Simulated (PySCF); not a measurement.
**The first ionisation energy along group 14**

Calculated with PySCF 2.14 from differences of total energies of unrestricted determinants, without spin-orbit coupling. Values in eV. The last column holds reference values (NIST; (s) semi-empirical, (t) theoretical, else measured). Unmarked ones compare directly (S terms, centres of terms, or small fine structure); those marked * lie between the lowest fine-structure levels and include a spin-orbit shift.

```
                               element                                   configurations     UHF  MP2 (valence)  SCS-MP2 (valence)  reference
     C (aug-cc-pV5Z, non-relativistic)                      [He] 2s2 2p2 → [He] 2s2 2p1  10.800         11.298             11.163     11.262
Si (aug-cc-pV(5+d)Z, non-relativistic)                      [Ne] 3s2 3p2 → [Ne] 3s2 3p1   7.637          8.089              8.002      8.157
Sn (aug-cc-pV5Z-PP with ECP28MDF, ECP)            [Kr] 4d10 5s2 5p2 → [Kr] 4d10 5s2 5p1   6.848          7.193              7.127      7.389
Pb (aug-cc-pV5Z-PP with ECP60MDF, ECP)  [Xe] 4f14 5d10 6s2 6p2 → [Xe] 4f14 5d10 6s2 6p1   6.562          6.862              6.798    7.417 *
```

| method | elements | mean error (eV) | mean absolute error (eV) | largest error (eV) |
| --- | --- | --- | --- | --- |
| UHF | 3 | -0.508 | 0.508 | -0.541 |
| MP2 (valence) | 3 | -0.076 | 0.100 | -0.196 |
| SCS-MP2 (valence) | 3 | -0.172 | 0.172 | -0.262 |

For Pb a determinant mixes LS terms or the coupling is close to jj, so these rows are model values.

Errors include the incompleteness of the basis and the frozen core.

"Valence" correlates the outer s and p shells and, in groups 3 to 12 and the f block, the outer d or f shell, open or full, or the next shell where the ion has no valence electron left; the wider scheme adds the next inner shell.
